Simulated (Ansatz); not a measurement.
System: fluorite CdF2. Method: HSE06 in Ansatz (PAW).

Settings: plane-wave cutoff 520 eV, 8×8×8 k mesh, scalar-relativistic PAW data made under PBE.

Cell (relaxed at this level):

```xyz
3
Lattice="0.0000 2.7087 2.7087 2.7087 0.0000 2.7087 2.7087 2.7087 0.0000" Properties=species:S:1:pos:R:3 pbc="T T T"
Cd     0.0000     0.0000     0.0000
F      1.3544     1.3544     1.3544
F      4.0631     4.0631     4.0631
```

Q: Give the computed Poisson ratio, polycrystal shear modulus (Hill average), elastic constant C11, Young modulus, elastic constant C12 and elastic constant C44.

A: 
- Poisson ratio: 0.364
- polycrystal shear modulus (Hill average): 31.0 GPa
- elastic constant C11: 182 GPa
- Young modulus: 84.6 GPa
- elastic constant C12: 64.7 GPa
- elastic constant C44: 19.7 GPa

Elastic constants are with the ions relaxed.

The computed numbers hold no vibrational or temperature effects.

It cost very roughly 50 core-minutes of CPU time.

Ansatz is a quantum-chemistry and plane-wave program.
